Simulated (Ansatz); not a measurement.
Born–Oppenheimer molecular dynamics of BClFH₃ (6 atoms, charge 0, multiplicity 1). It starts at the highest image of a converged band, a first-order saddle point between two minima.

The calculation used RKS PBE0-D4/cc-pVDZ (Ansatz 0.2.0).

```
ensemble                      : NVE (velocity Verlet)
time step                     : 0.5 fs
steps asked                   : 200
starting velocities drawn for : 100 K
seed                          : 6722
```

First frame:

```xyz
6
Properties=species:S:1:pos:R:3
B 0.091 0.274 0.002
F 0.104 -0.121 1.581
Cl 1.572 -0.262 -0.809
H -0.984 0.038 -0.468
H 0.189 1.547 0.360
H 0.176 0.988 1.264
```

(1) How far do the bonds stretch over the last three quarters of this one trajectory? (Pairs bonded in most of those frames.)

Results:

(1) 
```csv
bond,mean (Å),spread (Å),shortest,longest
B1–F2,1.349,0.083,1.22,1.48
B1–Cl3,1.753,0.052,1.66,1.86
B1–H4,1.216,0.058,1.11,1.32
H5–H6,0.766,0.015,0.74,0.79
```

Mean temperature of the second half: 2750 K. The conserved energy stayed within 0.31 meV per atom of its start (net change -0.2 meV per atom), so the integration is sound. The system heated up, since it started high on the potential surface and ran downhill. A run of 0.1 ps of so small a system gives no equilibrium averages. The orbitals stay closed-shell, which can raise the energy where a bond breaks towards radicals; this wasn't checked here.

Time of the run: 5.5 min on 1 thread of Arm Neoverse V1, with other jobs on the host, peak memory 0.11 GiB.
